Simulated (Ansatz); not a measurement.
C₃H₂N, SMILES C#C[C]=N, a rigid scan of one bond angle

With Ansatz's Python interface.

At the Python prompt:
```pycon
>>> import ansatz as az
>>> from ase import Atoms
>>> atoms = Atoms(["C", "C", "C", "N", "H", "H"], positions=[
...     (1.4607, 0.3358, -0.4959),
...     (0.5478, -0.2291, 0.0524),
...     (-0.5413, -0.9037, 0.7068),
...     (-1.75, -0.4504, 0.6263),
...     (2.2621, 0.8319, -0.9772),
...     (-1.9794, 0.4155, 0.0876),
... ])
>>> # start the scan from a relaxed geometry
>>> first = (
...     az.Crystal.molecule_from_ase(atoms).calculation()
...     .basis(gaussian="cc-pVDZ")
...     .functional("CAM-B3LYP")
...     .spin("collinear", total=1)
...     .accuracy("medium")
...     .scf(lower_state_search="light")
...     .relax(force_tolerance=0.02, max_steps=80)
... )
>>> atoms.positions = first.run(threads=1, pin="off").report["positions_ang"]
>>> rows = []
>>> for angle in [90, 100, 110, 120, 135, 150, 165, 179]:
...     bent = atoms.copy()
...     bent.set_angle(2, 3, 5, angle, indices=[5])
...     calculation = az.Crystal.molecule_from_ase(bent).calculation()
...     calculation = calculation.basis(gaussian="cc-pVDZ").functional("CAM-B3LYP")
...     calculation = calculation.spin("collinear", total=1).accuracy("medium")
...     calculation = calculation.scf(lower_state_search="light")
...     rows.append((angle, calculation.run(threads=1, pin="off").report["free_energy_ev"]))
...
>>> floor = min(e for _, e in rows)
>>> for angle, e in rows:
...     print(f"angle C2-N3-H5 = {angle:3d} deg   {1000 * (e - floor):9.1f} meV")
...
angle C2-N3-H5 =  90 deg       452.2 meV
angle C2-N3-H5 = 100 deg       155.8 meV
angle C2-N3-H5 = 110 deg        12.4 meV
angle C2-N3-H5 = 120 deg         0.0 meV
angle C2-N3-H5 = 135 deg       165.7 meV
angle C2-N3-H5 = 150 deg       451.8 meV
angle C2-N3-H5 = 165 deg       719.0 meV
angle C2-N3-H5 = 179 deg       825.9 meV
```

Reading the output:
- These settings explore the input space; basis and method may be short of convergence.
- The scan is rigid, and the energies are electronic, in a modest basis. The zero is the lowest point of the grid, which needn't be the minimum.
- The species is open-shell (spin multiplicity 2).
- Hardware and time: 96 s on 1 thread of Arm Neoverse V1, with other jobs on the host, peak memory 0.24 GiB.
